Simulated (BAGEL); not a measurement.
**RI-MP2/cc-pVDZ (density fitting with cc-pvqz-jkfit) run of C3H4O3 (ethylene carbonate)**

Aim: the energy change on altering one bond length of C3H4O3 (ethylene carbonate) at RI-MP2/cc-pVDZ (density fitting with cc-pvqz-jkfit), from 2 runs. 

Program for the calculation: BAGEL 1.2.2.

1 further run of the same task is left out (set aside as unsound or not needed).

## Step 1: The molecule

The species is C3H4O3 (10 atoms), meant as a singlet with charge 0. SMILES: `O=C1OCCO1`. The shape is that of a PBE0-D4/def2-TZVP optimisation.

Bond lengths: O1–C2 1.184 Å, C2–O3 1.350 Å, O3–C4 1.421 Å, C4–C5 1.522 Å, C2–O6 1.350 Å, C5–O6 1.421 Å, C4–H7 1.093 Å, C4–H8 1.089 Å, C5–H9 1.089 Å, C5–H10 1.093 Å. Some angles: O1–C2–O3 124.8°, O1–C2–O6 124.8°, O3–C2–O6 110.3°, C2–O3–C4 109.5°, O3–C4–C5 102.8°, C4–C5–O6 102.8°, C2–O6–C5 109.5°, O3–C4–H7 108.9°, O3–C4–H8 109.0°, C5–C4–H7 112.6°.

## Step 2: The energy at RI-MP2/cc-pVDZ (density fitting with cc-pvqz-jkfit)

Input file mp2.json:

```json
{ "bagel": [

{
  "title": "molecule",
  "basis": "cc-pvdz.json",
  "df_basis": "cc-pvqz-jkfit",
  "angstrom": true,
  "geometry": [
    { "atom": "O", "xyz": [   -1.451010,   -0.478810,    2.201590 ] },
    { "atom": "C", "xyz": [   -0.809830,   -0.267220,    1.228740 ] },
    { "atom": "O", "xyz": [   -0.841800,   -1.015900,    0.106160 ] },
    { "atom": "C", "xyz": [    0.176270,   -0.580640,   -0.784680 ] },
    { "atom": "C", "xyz": [    0.512830,    0.808030,   -0.260860 ] },
    { "atom": "O", "xyz": [    0.057210,    0.757030,    1.084260 ] },
    { "atom": "H", "xyz": [    1.022300,   -1.270050,   -0.720380 ] },
    { "atom": "H", "xyz": [   -0.217340,   -0.580450,   -1.800170 ] },
    { "atom": "H", "xyz": [    1.579100,    1.029830,   -0.266000 ] },
    { "atom": "H", "xyz": [   -0.027740,    1.598220,   -0.788650 ] }
  ]
},
{
  "title": "hf"
},
{
  "title": "mp2",
  "ncore": 6
}

]}
```

The basis set cc-pVDZ is read from a file made from the Basis Set Exchange's data (not shown).

Command:

```console
$ BAGEL_NUM_THREADS=1 BAGEL mp2.json > mp2.out
```

The program printed:

```text
* using 1 threads per process

  ===============================================================
  ===============================================================

  *** Geometry ***

  { "atom" : "O", "xyz" : [     -2.742012,     -0.904820,      4.160402 ] },
  { "atom" : "C", "xyz" : [     -1.530357,     -0.504973,      2.321982 ] },
  { "atom" : "O", "xyz" : [     -1.590771,     -1.919773,      0.200613 ] },
  { "atom" : "C", "xyz" : [      0.333102,     -1.097251,     -1.482830 ] },
  { "atom" : "C", "xyz" : [      0.969108,      1.526955,     -0.492954 ] },
  { "atom" : "O", "xyz" : [      0.108111,      1.430579,      2.048954 ] },
  { "atom" : "H", "xyz" : [      1.931867,     -2.400047,     -1.361321 ] },
  { "atom" : "H", "xyz" : [     -0.410713,     -1.096892,     -3.401828 ] },
  { "atom" : "H", "xyz" : [      2.984067,      1.946097,     -0.502667 ] },
  { "atom" : "H", "xyz" : [     -0.052421,      3.020198,     -1.490333 ] },

  Number of auxiliary basis functions:      840

  Since a DF basis is specified, we compute 2- and 3-index integrals:
    o Being stored without compression. Storage requirement is 0.073 GB

  Number of basis functions:      104
  Number of electrons      :       46

    * METHOD: MOLECULE                             1.64

  *** RHF ***

  === Nuclear Repulsion ===
   247.7321919559

      * DIIS with orbital gradients will be used.

  === RHF iteration (cc-pvdz.json) ===
      0       -340.29142914          0.01464153           0.29
      1       -340.46724541          0.00996440           0.27
      2       -340.55470652          0.00151055           0.27
      3       -340.55711163          0.00066006           0.26
      4       -340.55760519          0.00014385           0.25
      5       -340.55765962          0.00007054           0.26
      6       -340.55767203          0.00003125           0.26
      7       -340.55767547          0.00001004           0.25
      8       -340.55767562          0.00000409           0.27
      9       -340.55767564          0.00000102           0.27
     10       -340.55767564          0.00000043           0.24
     11       -340.55767564          0.00000014           0.25
     12       -340.55767564          0.00000006           0.26
     13       -340.55767564          0.00000002           0.26
     14       -340.55767564          0.00000001           0.27
    * SCF iteration converged.

    * Permanent dipole moment:
           (   -1.236916,    -0.408161,     1.876726) a.u.

    * METHOD: HF                                   4.46

  *** RHF ***

  === Nuclear Repulsion ===
   247.7321919559

      * DIIS with orbital gradients will be used.

  === RHF iteration (cc-pvdz.json) ===
      0       -340.55767564          0.00000000           0.24
    * SCF iteration converged.

    * Permanent dipole moment:
           (   -1.236916,    -0.408161,     1.876726) a.u.

  === DF-MP2 calculation ===

    * freezing 6 orbitals
    * 3-index integral transformation done
    * assembly done

      MP2 correlation energy:   -0.9336937165      0.25

      MP2 total energy:       -341.4913693558

    * METHOD: MP2                                  0.80

  ===============================================================
```

It took 7.2 s on 1 thread of Intel Xeon Platinum 8259CL at 2.50GHz (Skylake/Cascade Lake), shared host; peak memory 0.23 GiB.

## Step 3: The distorted shape, same level

Input file input.json:

```json
{ "bagel" : [

{
  "title" : "molecule",
  "basis" : "cc-pvdz.json",
  "df_basis" : "cc-pvqz-jkfit",
  "angstrom" : true,
  "geometry" : [
    { "atom" : "O", "xyz" : [   -1.963980,   -0.648091,    2.979909 ] },
    { "atom" : "C", "xyz" : [   -0.809830,   -0.267220,    1.228740 ] },
    { "atom" : "O", "xyz" : [   -0.841800,   -1.015900,    0.106160 ] },
    { "atom" : "C", "xyz" : [    0.176270,   -0.580640,   -0.784680 ] },
    { "atom" : "C", "xyz" : [    0.512830,    0.808030,   -0.260860 ] },
    { "atom" : "O", "xyz" : [    0.057210,    0.757030,    1.084260 ] },
    { "atom" : "H", "xyz" : [    1.022300,   -1.270050,   -0.720380 ] },
    { "atom" : "H", "xyz" : [   -0.217340,   -0.580450,   -1.800170 ] },
    { "atom" : "H", "xyz" : [    1.579100,    1.029830,   -0.266000 ] },
    { "atom" : "H", "xyz" : [   -0.027740,    1.598220,   -0.788650 ] }
  ]
},
{
  "title" : "hf"
},
{
  "title" : "mp2",
  "ncore" : 6
}

]}
```

The basis set cc-pVDZ is read from a file made from the Basis Set Exchange's data (not shown).

Command:

```console
$ BAGEL_NUM_THREADS=1 BAGEL input.json > input.out
```

The program printed:

```text
* using 1 threads per process

  ===============================================================
  ===============================================================

  *** Geometry ***

  { "atom" : "O", "xyz" : [     -3.711384,     -1.224714,      5.631212 ] },
  { "atom" : "C", "xyz" : [     -1.530357,     -0.504973,      2.321982 ] },
  { "atom" : "O", "xyz" : [     -1.590771,     -1.919773,      0.200613 ] },
  { "atom" : "C", "xyz" : [      0.333102,     -1.097251,     -1.482830 ] },
  { "atom" : "C", "xyz" : [      0.969108,      1.526955,     -0.492954 ] },
  { "atom" : "O", "xyz" : [      0.108111,      1.430579,      2.048954 ] },
  { "atom" : "H", "xyz" : [      1.931867,     -2.400047,     -1.361321 ] },
  { "atom" : "H", "xyz" : [     -0.410713,     -1.096892,     -3.401828 ] },
  { "atom" : "H", "xyz" : [      2.984067,      1.946097,     -0.502667 ] },
  { "atom" : "H", "xyz" : [     -0.052421,      3.020198,     -1.490333 ] },

  Number of auxiliary basis functions:      840

  Since a DF basis is specified, we compute 2- and 3-index integrals:
    o Being stored without compression. Storage requirement is 0.073 GB

  Number of basis functions:      104
  Number of electrons      :       46

    * METHOD: MOLECULE                             1.47

  *** RHF ***

  === Nuclear Repulsion ===
   225.9003077142

      * DIIS with orbital gradients will be used.

  === RHF iteration (cc-pvdz.json) ===
      0       -339.54398579          0.02220090           0.26
      1       -337.22242357          0.04556962           0.26
      2       -340.18582593          0.00783584           0.32
      3       -340.27018394          0.00359942           0.32
      4       -340.29817515          0.00150566           0.32
      5       -340.30676905          0.00046969           0.32
      6       -340.30736151          0.00017349           0.32
      7       -340.30743864          0.00003794           0.32
      8       -340.30744066          0.00000912           0.32
      9       -340.30744082          0.00000324           0.32
     10       -340.30744083          0.00000127           0.32
     11       -340.30744084          0.00000040           0.24
     12       -340.30744084          0.00000013           0.22
     13       -340.30744084          0.00000006           0.22
     14       -340.30744084          0.00000003           0.22
     15       -340.30744084          0.00000001           0.22
    * SCF iteration converged.

    * Permanent dipole moment:
           (   -1.487663,    -0.490902,     2.257182) a.u.

    * METHOD: HF                                   5.12

  *** RHF ***

  === Nuclear Repulsion ===
   225.9003077142

      * DIIS with orbital gradients will be used.

  === RHF iteration (cc-pvdz.json) ===
      0       -340.30744084          0.00000000           0.22
    * SCF iteration converged.

    * Permanent dipole moment:
           (   -1.487663,    -0.490902,     2.257182) a.u.

  === DF-MP2 calculation ===

    * freezing 6 orbitals
    * 3-index integral transformation done
    * assembly done

      MP2 correlation energy:   -0.8963596373      0.19

      MP2 total energy:       -341.2038004728

    * METHOD: MP2                                  0.68

  ===============================================================
```

Wall time 7.5 s (1 thread of Intel Xeon Platinum 8259CL at 2.50GHz (Skylake/Cascade Lake), shared host); peak memory 0.23 GiB.

## Step 4: Outcome

Level: RI-MP2/cc-pVDZ (density fitting with cc-pvqz-jkfit), 6 core orbitals frozen.

| quantity | value |
| --- | --- |
| first shape: total energy | -341.49137 Eh |
| first shape: correlation energy (6 core orbitals frozen) | -933.7 mEh |
| distorted shape: total energy | -341.20380 Eh |
| distorted shape: correlation energy (6 core orbitals frozen) | -896.4 mEh |
| energy change with the O1–C2 bond stretched from 1.184 to 2.132 Å | 7.825 eV |

In words: One bond (distorted shape) is far stretched, which a spin-restricted single reference describes badly; perturbation theory on it can break down and give far too much correlation. With the O1–C2 bond stretched from 1.184 to 2.132 Å the energy rises by 7.83 eV (180 kcal/mol). The first shape isn't relaxed at this level, so the change isn't measured from a minimum. A restricted reference can't describe the breaking bond well at this length.
